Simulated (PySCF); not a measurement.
Homolysis of single bonds, series C NH2-SH. All species are isolated molecules in the gas phase. One relaxed conformer stands for each flexible species; it need not be the lowest. Strings in code marks are SMILES.

The highest occupied spin orbital from two functionals at the same geometries (PBE0-D4/def2-TZVP), both in PySCF: PBE-D3(BJ)/def2-TZVP and PBE0-D4/def2-TZVP. 

```json
[
 {"species": "radical fragment (`S[C](S)N`)", "PBE-D3(BJ)/def2-TZVP (eV)": "-3.32"},
 {"species": "radical fragment (`[NH2]`)", "PBE-D3(BJ)/def2-TZVP (eV)": "-7.06"},
 {"species": "radical fragment (`N[C](N)S`)", "PBE-D3(BJ)/def2-TZVP (eV)": "-2.93"},
 {"species": "radical fragment (`[SH]`)", "PBE-D3(BJ)/def2-TZVP (eV)": "-6.12"}
]
```

Question: What does PBE0-D4/def2-TZVP give for each?

Answer: 
- radical fragment (`S[C](S)N`): -4.60
- radical fragment (`[NH2]`): -8.67
- radical fragment (`N[C](N)S`): -4.23
- radical fragment (`[SH]`): -7.41
Over these rows, drawn at random from the members with no instability flagged (it was tested for open shells, ions and some series alone), PBE minus PBE0-D4: mean +1.37 eV, from +1.28 eV to +1.61 eV.
